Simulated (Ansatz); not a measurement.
# Worked example: AlMgH2⁺ (H-bridged), triplet against AlMgH$_{2}$ (H-bridged), quartet

Geometry (PBE0/def2-TZVP stationary point of a quartet), kept for both states (AlMgH2 (H-bridged), quartet: A''; AlMgH2⁺ (H-bridged), triplet: A'):

| atom | x (Å) | y (Å) | z (Å) |
| --- | --- | --- | --- |
| Al | 0.0000 | 0.0562 | 1.2209 |
| Mg | 0.0000 | -0.0014 | -1.4713 |
| H | 0.0000 | -0.3272 | 2.7591 |
| H | 0.0000 | -1.1428 | 0.0371 |

Basis 6-31G; Ansatz 0.2.0. Correlated methods freeze the noble-gas cores. R marks a restricted (for open shells ROHF) determinant, U an unrestricted one. The metal's outer-core shells are frozen, which leaves out core–valence correlation.

Full CI is exact within this basis and frozen core; it isn't the basis-set limit. The frozen core follows each run's orbitals, which can shift R against U totals by a few meV.

```json
{"level": "UHF", "E(AlMgH2 (H-bridged), quartet) (hartree)": "-442.551061", "E(AlMgH2⁺ (H-bridged), triplet) (hartree)": "-442.343376"}
{"level": "UMP2", "E(AlMgH2 (H-bridged), quartet) (hartree)": "-442.589844", "E(AlMgH2⁺ (H-bridged), triplet) (hartree)": "-442.377518"}
{"level": "UCCSD(T)", "E(AlMgH2 (H-bridged), quartet) (hartree)": "-442.609196", "E(AlMgH2⁺ (H-bridged), triplet) (hartree)": "-442.394659"}
{"level": "PBE", "E(AlMgH2 (H-bridged), quartet) (hartree)": "-443.279910", "E(AlMgH2⁺ (H-bridged), triplet) (hartree)": "-443.049682"}
{"level": "r2SCAN", "E(AlMgH2 (H-bridged), quartet) (hartree)": "-443.495718", "E(AlMgH2⁺ (H-bridged), triplet) (hartree)": "-443.261977"}
{"level": "full CI", "E(AlMgH2 (H-bridged), quartet) (hartree)": "-442.609861", "E(AlMgH2⁺ (H-bridged), triplet) (hartree)": "-442.395117"}
```

Problem. Give the vertical gap, AlMgH2⁺ (H-bridged) triplet less AlMgH2 (H-bridged) quartet, at each level in eV (1 hartree = 27.2114 eV), and each error against full CI.

Solution. full CI: (-442.395117 − (-442.609861)) × 27.2114 = 5.843 eV (the reference)
r2SCAN: (-443.261977 − (-443.495718)) × 27.2114 = 6.360 eV, error 0.517 eV
PBE: (-443.049682 − (-443.279910)) × 27.2114 = 6.265 eV, error 0.422 eV
UCCSD(T): (-442.394659 − (-442.609196)) × 27.2114 = 5.838 eV, error -0.005 eV
UMP2: (-442.377518 − (-442.589844)) × 27.2114 = 5.778 eV, error -0.065 eV
UHF: (-442.343376 − (-442.551061)) × 27.2114 = 5.651 eV, error -0.192 eV

Total energies of functionals can't be set beside those of wave-function methods, since they hold the core's correlation and their own absolute errors; only the differences compare.

The set has no polarisation functions, so the order and spacing of states can differ from the basis-set limit.

In so small a basis the reference is far from its limit while semilocal and hybrid functionals are nearer theirs, so the functionals' errors here hold much of the reference's basis and frozen-core error, which can add to them or hide them.

Each level lands on the state that its own search finds. T1 diagnostics of restricted CCSD: 0.024 and 0.022.
